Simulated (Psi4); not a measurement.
# AlSiH4O (SMILES [AlH][O][SiH3]), step by step

Aim: a series of 8 runs (U-wB97X-D/def2-SVP) of AlH4OSi. 

The results are computed with Psi4 1.11.

**1. Starting point**

The species is AlSiH4O (7 atoms), meant as a doublet with charge 0. SMILES: `[AlH][O][SiH3]`. The coordinates come from a PBE0-D4/def2-TZVP relaxation. This is one conformer, not always the lowest.

Bond lengths: Al1–O2 1.689 Å, O2–Si3 1.627 Å, Al1–H4 1.609 Å, Si3–H5 1.487 Å, Si3–H6 1.487 Å, Si3–H7 1.488 Å. Angles: Al1–O2–Si3 169.6°, O2–Al1–H4 116.0°, O2–Si3–H5 110.0°, O2–Si3–H6 110.2°, O2–Si3–H7 110.3°, H5–Si3–H6 108.8°, H5–Si3–H7 108.7°, H6–Si3–H7 108.8°.

**2. The energy at U-wB97X-D/def2-SVP (density fitting) (run 1)**

The input, job.in:

```
memory 1600 MB

molecule geom {
  0 2
  Al    -1.643700    -1.503700    -0.201100
  O     -0.403000    -0.368600    -0.047300
  Si     0.870900     0.567400     0.335800
  H     -2.580100    -1.352800    -1.500200
  H      1.204400     1.463600    -0.802700
  H      0.554900     1.401200     1.526200
  H      2.057800    -0.275200     0.643500
  symmetry c1
}

set {
  reference uks
}

energy_value, wavefunction = energy("wb97x-d/def2-SVP", return_wfn=True)
```

On the command line:

```sh
$ psi4 -n 1 job.in job.out
```

job.out:

```text
[...]
  Running in c1 symmetry.
[...]
  Nuclear repulsion =  131.662824239197874
[...]
  Multiplicity = 2
[...]
  Nalpha       = 20
  Nbeta        = 19
[...]
    Number of basis functions: 70
[...]
   @DF-UKS iter   1:  -609.13556360631139   -6.84668e-01   9.52380e-03 DIIS/ADIIS
[...]
   @DF-UKS iter   8:  -609.31718546219190   -2.20477e-07   9.81640e-07 DIIS
[...]
   @S^2 Observed:                7.528356538E-01
[...]
    Orbital Energies [Eh]
    ---------------------
    Alpha Occupied:
       1A    -66.281598     2A    -56.193754     3A    -19.245133
       4A     -5.411878     5A     -4.266428     6A     -3.761387
       7A     -3.758912     8A     -3.758821     9A     -2.810878
      10A     -2.807621    11A     -2.804634    12A     -1.058473
      13A     -0.648082    14A     -0.534795    15A     -0.477354
      16A     -0.474641    17A     -0.443316    18A     -0.394788
      19A     -0.393014    20A     -0.271362
    Alpha Virtual:
      21A      0.012965    22A      0.084379    23A      0.139929
      24A      0.156928    25A      0.162709    26A      0.164500
[...]
  @DF-UKS Final Energy:  -609.31718546219190
   => Energetics <=
    Nuclear Repulsion Energy =            131.6628242391978745
    One-Electron Energy =               -1106.2634863222508557
    Two-Electron Energy =                 400.9358192134156411
    DFT Exchange-Correlation Energy =     -35.6505219059252596
    Empirical Dispersion Energy =          -0.0018206866293856
    VV10 Nonlocal Energy =                  0.0000000000000000
    Total Energy =                       -609.3171854621920147
[...]
 Multipole Moments:
 ------------------------------------------------------------------------------------
     Multipole            Electronic (a.u.)      Nuclear  (a.u.)        Total (a.u.)
 ------------------------------------------------------------------------------------
 L = 1.  Multiply by 2.5417464519 to convert [e a0] to [Debye]
 Dipole X            :         -3.7301427            3.6579623           -0.0721805
 Dipole Y            :         -3.8838411            3.6796803           -0.2041608
 Dipole Z            :          0.1985516           -0.0482176            0.1503340
 Magnitude           :                                                    0.2636133
[...]
```

Wall time 9.9 s (1 thread of Intel Xeon Platinum 8259CL at 2.50GHz (Skylake/Cascade Lake), shared host); peak memory 0.5 GiB.

**3. The distorted shape: the energy at U-wB97X-D/def2-SVP (density fitting) (run 2)**

The input, alh4osi.dat:

```
memory 1600 MB

molecule {
  0 2
  Al    -1.784175    -1.481063    -0.395986
  O     -0.543475    -0.345963    -0.242186
  Si     0.730425     0.590037     0.140914
  H     -2.580100    -1.352800    -1.500200
  H      1.063925     1.486237    -0.997586
  H      0.414425     1.423837     1.331314
  H      1.917325    -0.252563     0.448614
  units angstrom
  symmetry c1
}

set {
  reference uks
}

set reference uhf
set stability_analysis follow
set max_attempts 5
energy("scf/def2-SVP")
set reference uks
set stability_analysis none
set guess read
set guess_mix false

energy("wb97x-d/def2-SVP")
print_variables()
```

On the command line:

```sh
$ psi4 alh4osi.dat alh4osi.out -n 1
```

alh4osi.out:

```text
[...]
  Running in c1 symmetry.
[...]
  Nuclear repulsion =  132.618188354286360
[...]
  Multiplicity = 2
[...]
  Nalpha       = 20
  Nbeta        = 19
[...]
    Number of basis functions: 70
[...]
   @DF-UHF iter   1:  -607.74291212992853   -8.76029e-01   6.90155e-03 ADIIS/DIIS
[...]
   @DF-UKS iter   8:  -609.29909516345219   -3.72518e-09   1.45151e-07 DIIS
[...]
   @S^2 Observed:                7.516961943E-01
[...]
    Orbital Energies [Eh]
    ---------------------
    Alpha Occupied:
       1A    -66.279467     2A    -56.176282     3A    -19.241331
       4A     -5.409716     5A     -4.256103     6A     -3.759184
       7A     -3.756777     8A     -3.756690     9A     -2.800006
      10A     -2.796950    11A     -2.794757    12A     -1.054892
      13A     -0.645917    14A     -0.536244    15A     -0.478812
      16A     -0.471864    17A     -0.460635    18A     -0.392627
      19A     -0.390584    20A     -0.264792
    Alpha Virtual:
      21A      0.015023    22A      0.086068    23A      0.139449
      24A      0.159205    25A      0.164751    26A      0.166155
[...]
  @DF-UKS Final Energy:  -609.29909516345219
   => Energetics <=
    Nuclear Repulsion Energy =            132.6181883542863602
    One-Electron Energy =               -1108.2479589491492789
    Two-Electron Energy =                 402.0228287679693153
    DFT Exchange-Correlation Energy =     -35.6903244694810837
    Empirical Dispersion Energy =          -0.0018288670773873
    VV10 Nonlocal Energy =                  0.0000000000000000
    Total Energy =                       -609.2990951634521934
[...]
 Multipole Moments:
 ------------------------------------------------------------------------------------
     Multipole            Electronic (a.u.)      Nuclear  (a.u.)        Total (a.u.)
 ------------------------------------------------------------------------------------
 L = 1.  Multiply by 2.5417464519 to convert [e a0] to [Debye]
 Dipole X            :         -3.9685480            3.7842741           -0.1842739
 Dipole Y            :         -3.8595165            3.6593256           -0.2001909
 Dipole Z            :         -0.1146671            0.1270194            0.0123523
 Magnitude           :                                                    0.2723707
[...]
```

Wall time 11 s (1 thread of Intel Xeon Platinum 8259CL at 2.50GHz (Skylake/Cascade Lake), shared host); peak memory 0.52 GiB.

Runs 3 to 7 aren't shown in full; the table further down has their settings and results.

**4. The distorted shape: the energy at U-wB97X-D/def2-SVP (density fitting) (run 8)**

The input, job.py:

```python
import psi4

psi4.set_memory('1600 MB')
psi4.set_num_threads(1)
psi4.set_output_file('run.log', False)

m = psi4.geometry("""
0 2
Al     0.229098    -1.805500     2.397097
O      1.469798    -0.670400     2.550897
Si     2.743698     0.265600     2.933997
H     -2.580100    -1.352800    -1.500200
H      3.077198     1.161800     1.795497
H      2.427698     1.099400     4.124397
H      3.930598    -0.577000     3.241697
units angstrom
symmetry c1
""")

psi4.set_options(dict(reference='uks'))

psi4.set_options({'reference': 'uhf', 'stability_analysis': 'follow', 'max_attempts': 5})
psi4.energy('scf/def2-SVP')
psi4.set_options({'reference': 'uks', 'stability_analysis': 'none', 'guess': 'read', 'guess_mix': False})

result, w = psi4.energy('wb97x-d/def2-SVP', molecule=m, return_wfn=True)
print('E =', round(result, 9))
```

On the command line:

```sh
$ python job.py
```

run.log:

```text
[...]
  Running in c1 symmetry.
[...]
  Nuclear repulsion =  127.264373729791188
[...]
  Multiplicity = 2
[...]
  Nalpha       = 20
  Nbeta        = 19
[...]
    Number of basis functions: 70
[...]
   @DF-UHF iter   1:  -607.68344304019956   -1.05364e+00   7.05012e-03 ADIIS/DIIS
[...]
   @DF-UKS iter   6:  -609.25821107626120   -1.42690e-07   9.30699e-07 DIIS
[...]
   @S^2 Observed:                7.500032281E-01
[...]
    Orbital Energies [Eh]
    ---------------------
    Alpha Occupied:
       1A    -66.281290     2A    -56.179781     3A    -19.243706
       4A     -5.411948     5A     -4.250385     6A     -3.761388
       7A     -3.758951     8A     -3.758916     9A     -2.792654
      10A     -2.792637    11A     -2.788433    12A     -1.057091
      13A     -0.646217    14A     -0.529766    15A     -0.474208
      16A     -0.474092    17A     -0.404816    18A     -0.392958
      19A     -0.392675    20A     -0.313071
    Alpha Virtual:
      21A      0.024519    22A      0.025125    23A      0.089182
      24A      0.150424    25A      0.161634    26A      0.163421
[...]
  @DF-UKS Final Energy:  -609.25821107626120
   => Energetics <=
    Nuclear Repulsion Energy =            127.2643737297911883
    One-Electron Energy =               -1097.6304024114247113
    Two-Electron Energy =                 396.7079942489160658
    DFT Exchange-Correlation Energy =     -35.5985406842077836
    Empirical Dispersion Energy =          -0.0016359593358681
    VV10 Nonlocal Energy =                  0.0000000000000000
    Total Energy =                       -609.2582110762612047
[...]
 Multipole Moments:
 ------------------------------------------------------------------------------------
     Multipole            Electronic (a.u.)      Nuclear  (a.u.)        Total (a.u.)
 ------------------------------------------------------------------------------------
 L = 1.  Multiply by 2.5417464519 to convert [e a0] to [Debye]
 Dipole X            :         -1.9470987            1.9739856            0.0268869
 Dipole Y            :         -3.9483674            3.9510518            0.0026845
 Dipole Z            :          2.4082621           -2.3844562            0.0238059
 Magnitude           :                                                    0.0360116
[...]
```

Standard output:

```text
E = -609.258211076
```

Wall time 9 s (1 thread of Intel Xeon Platinum 8259CL at 2.50GHz (Skylake/Cascade Lake), shared host); peak memory 0.49 GiB.

**5. The series**

```tsv
run	start	partner	energy (Eh)	dipole moment (D)	HOMO energy (eV)	LUMO energy (eV)	wall time
1	–	base	-609.317185	0.67	-7.38	-1.20	9.9 s
2	stable UHF solution	Al1–H4 1.37 Å	-609.299095	0.69	-7.21	-1.03	11 s
3	stable UHF solution	Al1–H4 1.85 Å	-609.308416	0.94	-7.58	-1.37	14 s
4	stable UHF solution	Al1–H4 2.09 Å	-609.291711	1.27	-7.81	-1.50	15 s
5	stable UHF solution	Al1–H4 2.41 Å	-609.271974	1.34	-8.16	-1.55	12 s
6	stable UHF solution	Al1–H4 2.90 Å	-609.259038	0.56	-8.40	-1.22	12 s
7	stable UHF solution	Al1–H4 3.54 Å	-609.257418	0.08	-8.46	-0.01	15 s
8	stable UHF solution	Al1–H4 4.83 Å	-609.258211	0.09	-8.52	0.67	9 s
```

**6. What came out**

```
                                                          quantity          value
                              distorted shape, run 8: total energy  -609.25821 Eh
                             distorted shape, run 8: dipole moment         0.09 D
        distorted shape, run 8: HOMO energy (highest over α and β)       -8.52 eV
         distorted shape, run 8: LUMO energy (lowest over α and β)        0.67 eV
                         distorted shape, run 8: dispersion energy   -4.30 kJ/mol
                                      distorted shape, run 8: ⟨S²⟩          0.750
energy change with the Al1–H4 bond stretched from 1.609 to 2.413 Å       1.230 eV
energy change with the Al1–H4 bond stretched from 1.609 to 2.895 Å       1.582 eV
energy change with the Al1–H4 bond stretched from 1.609 to 3.539 Å       1.626 eV
energy change with the Al1–H4 bond stretched from 1.609 to 1.850 Å       0.239 eV
energy change with the Al1–H4 bond shortened from 1.609 to 1.367 Å       0.492 eV
energy change with the Al1–H4 bond stretched from 1.609 to 2.091 Å       0.693 eV
energy change with the Al1–H4 bond stretched from 1.609 to 4.826 Å       1.605 eV
```

What this shows: With the Al1–H4 bond stretched from 1.609 to 2.413 Å the energy rises by 1.23 eV (28 kcal/mol). The first shape isn't relaxed at this level, so the change isn't measured from a minimum. With the Al1–H4 bond stretched from 1.609 to 2.895 Å the energy rises by 1.58 eV (153 kJ/mol). With the Al1–H4 bond stretched from 1.609 to 3.539 Å the energy rises by 1.63 eV (157 kJ/mol). With the Al1–H4 bond stretched from 1.609 to 1.850 Å the energy rises by 0.24 eV (5.5 kcal/mol). With the Al1–H4 bond shortened from 1.609 to 1.367 Å the energy rises by 0.49 eV (47.5 kJ/mol). With the Al1–H4 bond stretched from 1.609 to 2.091 Å the energy rises by 0.69 eV (16.0 kcal/mol). The lowest energy is that of run 1; the highest lies 1.626 eV above it. All runs together took 98 s, the longest 15 s.
